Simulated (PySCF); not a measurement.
3-chlorofuran, C4H3ClO, SMILES Clc1ccoc1, point group Cs.

Force field and properties: PBE0/pcSseg-1 (PySCF, grid level 2). Vibrational terms come from second-order perturbation theory with semi-diagonal cubic constants, by steps of ±0.6 along the normal coordinates of each isotopologue. The parent has the commonest isotopes.

Equilibrium geometry (Å):

| atom | x | y | z |
| --- | --- | --- | --- |
| Cl1 | 2.6304 | 0.3595 | 0.1071 |
| C2 | 0.9439 | 0.0446 | 0.0252 |
| C3 | -0.0978 | 1.0170 | 0.0537 |
| C4 | -1.2467 | 0.3042 | -0.0357 |
| O5 | -0.9870 | -1.0191 | -0.1160 |
| C6 | 0.3546 | -1.1730 | -0.0783 |
| H7 | 0.0108 | 2.0900 | 0.1303 |
| H8 | -2.2910 | 0.5819 | -0.0543 |
| H9 | 0.7370 | -2.1812 | -0.1329 |

**Question.** How much do zero-point and thermal motion change the parent's shieldings?

**Answer.** 
```tsv
atom	σe (ppm)	anharmonic part, 0 K	harmonic part, 0 K	Δσ at 0 K	Δσ at 300 K	Δσ at 700 K
Cl1	826.35	-4.03	-9.93	-13.97	-16.54	-25.57
C2	58.07	-1.26	-2.20	-3.47	-3.70	-5.13
C3	67.95	-1.09	-2.57	-3.66	-3.87	-5.02
C4	38.26	-1.54	-2.69	-4.22	-4.37	-5.53
O5	32.15	-3.33	-8.09	-11.42	-11.83	-15.06
C6	41.70	-1.42	-2.62	-4.04	-4.30	-5.61
H7	24.91	-0.09	-0.30	-0.39	-0.40	-0.46
H8	24.09	-0.10	-0.36	-0.46	-0.46	-0.53
H9	24.04	-0.11	-0.34	-0.45	-0.45	-0.51
```

**Question.** And the bond lengths, in the parent and with ¹³C at 2?

**Answer.** 
```tsv
bond	re (Å)	⟨r⟩ at 0 K	between mean positions	⟨r⟩, labelled
Cl1–C2	1.7176	1.7236	1.7213	1.7235
C2–C3	1.4253	1.4322	1.4300	1.4320
C3–C4	1.3550	1.3621	1.3591	1.3621
C4–O5	1.3509	1.3593	1.3573	1.3593
O5–C6	1.3510	1.3592	1.3564	1.3592
C6–C2	1.3566	1.3633	1.3610	1.3632
C3–H7	1.0812	1.1008	1.0833	1.1008
C4–H8	1.0807	1.1004	1.0825	1.1004
C6–H9	1.0796	1.0993	1.0814	1.0993
```

The study (145 SCF points, 124 basis functions) took 17 min on 1 thread of Intel Xeon 6975P-C, shared host (rough), peak memory 0.56 GiB, launched as `OMP_NUM_THREADS=1 python ens_run.py task.json out`.
